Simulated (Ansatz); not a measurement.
A run of Ansatz (development build ahead of 0.2.0) on singlet C2H6 at this shape:

```xyz
8

C     0.0034    0.0054   -0.7518
C    -0.0056   -0.0081    0.7579
H     0.0036   -1.0191   -1.1572
H    -0.8846    0.5109   -1.1748
H     0.8803    0.5061   -1.1603
H     0.0047    1.0326    1.1636
H    -0.8949   -0.5155    1.1605
H     0.8841   -0.5024    1.1656
```

Its results:

* Converged: yes
* Reference energy: -79.25843 hartree
* Correlation energy: -0.35338 hartree
* Total energy: -79.61181 hartree
* Spin squared of the determinant: 0.000

**Question.** Which input gives this output? Name the method, the orbitals and the basis set, and write the input.

**Answer.** RHF-MP2 in def2-TZVP. An unrestricted run that stays on the closed shell gives the same numbers.

```yaml
crystal:
  periodic: [false, false, false]
  atoms:
    - { symbol: C, position_ang: [0.00336, 0.00537, -0.75183] }
    - { symbol: C, position_ang: [-0.00557, -0.00813, 0.75786] }
    - { symbol: H, position_ang: [0.00363, -1.01909, -1.15717] }
    - { symbol: H, position_ang: [-0.88462, 0.51094, -1.17482] }
    - { symbol: H, position_ang: [0.8803, 0.50607, -1.1603] }
    - { symbol: H, position_ang: [0.00471, 1.03264, 1.16355] }
    - { symbol: H, position_ang: [-0.89494, -0.51548, 1.16051] }
    - { symbol: H, position_ang: [0.88411, -0.50236, 1.16559] }
basis:
  gaussian: { orbitals: def2-TZVP }
hamiltonian:
  xc: hf
correlation:
  method: mp2
  frozen_orbitals: { C: 1, H: 0 }
```
